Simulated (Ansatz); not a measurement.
We consider solid bromine, described by r²SCAN+rVV10 in Ansatz (plane waves, PAW).

Numerical settings: plane-wave cutoff 560 eV, 10×10×4 k mesh (along the axes of the cell as run), Fermi–Dirac smearing 0.01 eV, scalar-relativistic PAW data made under PBE.

Energies at three volumes about the minimum:

```
V (Å³/atom)  E − E_lowest (meV/atom)
-----------  -----------------------
29.883                          0.54
30.492                          0.00
31.102                          0.50
```

### Question
Fit a parabola by hand: where is the minimum, and what is the bulk modulus?

### Answer
Slopes: (0.00 − 0.54)/(30.492 − 29.883) = -0.887 and (0.50 − 0.00)/(31.102 − 30.492) = 0.820 meV/Å³. Curvature E″ = 2 × (0.820 − (-0.887))/(31.102 − 29.883) = 2.801 meV/Å⁶. From the middle of the first interval, the slope vanishes at V0 = 30.1875 − (-0.887)/2.801 = 30.504 Å³/atom. B = V0 E″ = 30.504 × 2.801 meV/Å³ × 0.1602 GPa per meV/Å³ = 13.7 GPa. The full Birch–Murnaghan fit to all volumes gives V0 = 30.489 Å³/atom and B0 = 13.6 GPa.

Shape and atoms are relaxed at each volume.

Note: the bulk modulus comes from volumes at which shape and atoms were relaxed.

Ansatz is an electronic-structure program.
